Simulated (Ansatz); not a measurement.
Geometry optimisation, RKS PBE0-D4/6-31G* in Ansatz 0.2.0.

Input file:

```yaml
crystal:
  periodic: [false, false, false]
  atoms:
    - { symbol: Al, position_ang: [0.0, 0.0, 0.0] }
    - { symbol: O, position_ang: [0.0, 0.0, 2.13] }
    - { symbol: H, position_ang: [-0.9095, -0.2814, 2.4671] }
    - { symbol: H, position_ang: [1.351, 0.0, -0.78] }
    - { symbol: H, position_ang: [-1.351, 0.0, -0.78] }
    - { symbol: P, position_ang: [0.1156, 2.4456, 0.8135] }
    - { symbol: H, position_ang: [0.6761, 2.4854, 2.1176] }
    - { symbol: H, position_ang: [0.927, 3.2022, -0.0729] }
    - { symbol: H, position_ang: [0.0596, 1.2596, 1.9613] }
basis:
  gaussian: { orbitals: "6-31G*" }
hamiltonian:
  xc: pbe0
  dispersion: d4
relax:
  f_tol: 0.15
  max_steps: 25
  restrain:
    - { distance: [0, 5], at: 2.28, k: 30.0 }
    - { distance: [8, 1], at: 1.01, k: 30.0 }
    - { distance: [0, 1], at: 2.98, k: 30.0 }
    - { distance: [8, 5], at: 2.62, k: 30.0 }
```

Run as:

```bash
$ ansatz run input.yaml --threads 1 --pin off --max-ram 2048MiB --backend cpu --events-out ev --progress --plain --runs-dir out
```

Q: Where does it end, and by what steps?

A: The run converged. The restraints hold the end off the free minimum; the threshold counts their pulls, which the force column leaves out. Restrained pairs: Al1–P6 (2.58 → 2.30 Å), O2–H9 (1.27 → 0.99 Å), Al1–O2 (2.13 → 2.96 Å), P6–H9 (1.65 → 2.62 Å). After 17 steps the energy has fallen by 2.301 eV (the restraints' own energy left out); H7 moved furthest, 1.93 Å.

| step | energy less start (eV) | largest force component (eV/Å) | accepted |
| --- | --- | --- | --- |
| 0 | 0.0000 | 4.313 | yes |
| 1 | -0.7577 | 3.766 | yes |
| 2 | -1.1066 | 2.773 | yes |
| 3 | -1.5141 | 2.615 | yes |
| 4 | -1.9363 | 1.394 | yes |
| 5 | -2.0184 | 1.125 | yes |
| 6 | -2.0696 | 1.053 | yes |
| 7 | -2.0945 | 1.134 | yes |
| 8 | -2.1144 | 1.236 | yes |
| 9 | -2.1603 | 0.824 | yes |
| 10 | -2.1864 | 0.908 | yes |
| 11 | -2.2121 | 0.905 | yes |
| 12 | -2.2367 | 0.894 | yes |
| 13 | -2.2703 | 0.794 | yes |
| 14 | -2.2899 | 0.844 | yes |
| 15 | -2.2555 | 1.239 | no |
| 16 | -2.2930 | 0.846 | yes |
| 17 | -2.3007 | 0.772 | yes |

```xyz
9
Properties=species:S:1:pos:R:3
Al 0.319 0.530 -0.234
O -0.443 -0.278 2.513
H -1.407 -0.332 2.530
H 1.591 -0.396 -0.470
H -1.113 0.217 -0.868
P 0.510 2.477 0.971
H 1.824 2.870 0.609
H -0.169 3.357 0.090
H -0.243 0.666 2.715
```

Time of the run: 27 s on 1 thread of Intel(R) Xeon(R) 6975P-C (Granite Rapids) (shared host), peak memory 0.15 GiB.
